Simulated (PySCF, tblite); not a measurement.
Isomers of C5H8N (doublet state). All values are computed: GFN2-xTB (tblite) harmonic vibrations without scaling, gas phase. Errors from tens to a few hundred cm⁻¹ against measured bands are possible. One conformer each. Open shells enter through the occupations alone, without spin polarisation, and single modes of such species can be off by tens of per cent.

Electronic energies: B3LYP/pcH-1 single points on the GFN2-xTB geometries (PySCF, gas phase).

```
       SMILES  electronic energy, lowest = 0 (kJ/mol)
[CH2]N1CC=CC1                                    83.8
 CCN1[CH]C=C1                                   179.4
 C[CH]N1C=CC1                                   168.8
 CC1=NC[CH]C1                                    26.7
 C[CH]C1=NCC1                                    74.9
[CH2]C1=NCCC1                                     0.0
```

**Question.** How do GFN2-xTB zero-point energies change the relative energies?

**Answer.** 
```json
{"SMILES": "[CH2]C1=NCCC1", "ZPE (kJ/mol)": "307.5", "of it from modes above 1550 cm⁻¹": "144.1", "electronic (kJ/mol)": "0.0", "with ZPE, lowest = 0 (kJ/mol)": "0.0", "lowest mode (cm⁻¹)": "80", "rings": "1"}
{"SMILES": "CC1=NC[CH]C1", "ZPE (kJ/mol)": "301.1", "of it from modes above 1550 cm⁻¹": "151.8", "electronic (kJ/mol)": "26.7", "with ZPE, lowest = 0 (kJ/mol)": "20.3", "lowest mode (cm⁻¹)": "115", "rings": "1"}
{"SMILES": "C[CH]C1=NCC1", "ZPE (kJ/mol)": "303.6", "of it from modes above 1550 cm⁻¹": "152.7", "electronic (kJ/mol)": "74.9", "with ZPE, lowest = 0 (kJ/mol)": "71.1", "lowest mode (cm⁻¹)": "122", "rings": "1"}
{"SMILES": "[CH2]N1CC=CC1", "ZPE (kJ/mol)": "302.6", "of it from modes above 1550 cm⁻¹": "153.2", "electronic (kJ/mol)": "83.8", "with ZPE, lowest = 0 (kJ/mol)": "78.9", "lowest mode (cm⁻¹)": "83", "rings": "1"}
{"SMILES": "C[CH]N1C=CC1", "ZPE (kJ/mol)": "299.5", "of it from modes above 1550 cm⁻¹": "155.4", "electronic (kJ/mol)": "168.8", "with ZPE, lowest = 0 (kJ/mol)": "160.8", "lowest mode (cm⁻¹)": "55", "rings": "1"}
{"SMILES": "CCN1[CH]C=C1", "ZPE (kJ/mol)": "296.8", "of it from modes above 1550 cm⁻¹": "146.7", "electronic (kJ/mol)": "179.4", "with ZPE, lowest = 0 (kJ/mol)": "168.8", "lowest mode (cm⁻¹)": "61", "rings": "1"}
```

The zero-point energies span 10.7 kJ/mol, from `CCN1[CH]C=C1` to `[CH2]C1=NCCC1`. The order is unchanged.

**Question.** And how do the electronic energies of GFN2-xTB itself compare?

**Answer.** `[CH2]C1=NCCC1` 0.0; `CC1=NC[CH]C1` 39.8; `C[CH]C1=NCC1` 78.7; `[CH2]N1CC=CC1` 74.8; `C[CH]N1C=CC1` 121.3; `CCN1[CH]C=C1` 147.7 kJ/mol, lowest = 0. Against the energies above, taken from the same isomer `[CH2]C1=NCCC1`, the largest difference is 47.5 kJ/mol.

**Question.** What do entropy and thermal enthalpy add at 298.15 K and 1 bar (rigid rotor, harmonic oscillator, one conformer each)?

**Answer.** 
```json
{"SMILES": "[CH2]C1=NCCC1", "point group": "C1", "symmetry number": "1", "S (J/(mol K))": "323.6", "H − H(0) (kJ/mol)": "17.82", "ZPE + H − H(0) − TS (kJ/mol)": "228.8"}
{"SMILES": "CC1=NC[CH]C1", "point group": "Cs", "symmetry number": "1", "S (J/(mol K))": "332.8", "H − H(0) (kJ/mol)": "19.54", "ZPE + H − H(0) − TS (kJ/mol)": "221.4"}
{"SMILES": "C[CH]C1=NCC1", "point group": "Cs", "symmetry number": "1", "S (J/(mol K))": "335.6", "H − H(0) (kJ/mol)": "19.60", "ZPE + H − H(0) − TS (kJ/mol)": "223.2"}
{"SMILES": "[CH2]N1CC=CC1", "point group": "Cs", "symmetry number": "1", "S (J/(mol K))": "328.7", "H − H(0) (kJ/mol)": "18.85", "ZPE + H − H(0) − TS (kJ/mol)": "223.5"}
{"SMILES": "C[CH]N1C=CC1", "point group": "C1", "symmetry number": "1", "S (J/(mol K))": "352.9", "H − H(0) (kJ/mol)": "21.63", "ZPE + H − H(0) − TS (kJ/mol)": "215.9"}
{"SMILES": "CCN1[CH]C=C1", "point group": "Cs", "symmetry number": "1", "S (J/(mol K))": "350.3", "H − H(0) (kJ/mol)": "21.61", "ZPE + H − H(0) − TS (kJ/mol)": "214.0"}
```

S holds R ln(2S + 1) for the spin.
